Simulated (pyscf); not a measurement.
Structures and frequencies: ωB97X-D3(BJ)/def2-SVP in PySCF. Correlated levels are frozen-core, on RHF or UHF. ΔMP2 is the change of the MP2 total energy from the triple- to the quadruple-zeta basis.

Question: What is the homolytic dissociation enthalpy (298 K, CCSD(T)/def2-TZVPP + ΔMP2(QZVPP)) of the H–O bond of H₂N–B(NH₂)–OH, to H₂N–B(NH₂)–O• + H•?

Answer: H–O to H₂N–B(NH₂)–O• + H•: 482.7 kJ/mol. The radicals are drawn with the spin at the cut bond; how far it spreads was not checked. Other isomers of H₂N–B(NH₂)–O• were not searched in full and may lie lower. The CCSD(T) − MP2 part came from Ansatz, without density fitting, on the same reference.
